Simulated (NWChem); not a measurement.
System: hydrogen sulfide (H2S); SMILES S

Here is an NWChem input.

```
start job
memory heap 200 mb stack 900 mb global 1100 mb
geometry units angstroms
  S      0.000000     0.000000     0.113581
  H      0.971478     0.000000    -0.822416
  H     -0.971478     0.000000    -0.822416
end
basis spherical
  * library pcseg-2
end
dft
  xc hfexch
  iterations 150
end
driver
  maxiter 120
end
task dft optimize
task dft freq
```

The level has its own optimisation; frequencies are unscaled.

Task: Give the results of this calculation. (Hartree-Fock/pcseg-2.) Quantities: basis functions; r H–S (Å); highest harmonic frequency (cm⁻¹); lowest (cm⁻¹); zero-point energy (kcal/mol); dipole (D).

Result: 
```json
{
  "number_of_basis_functions": "62",
  "r H–S (Å)": "1.327",
  "highest harmonic frequency (cm⁻¹)": "2863",
  "lowest (cm⁻¹)": "1322",
  "zero-point energy (kcal/mol)": "10.1",
  "dipole (D)": "1.23"
}
```
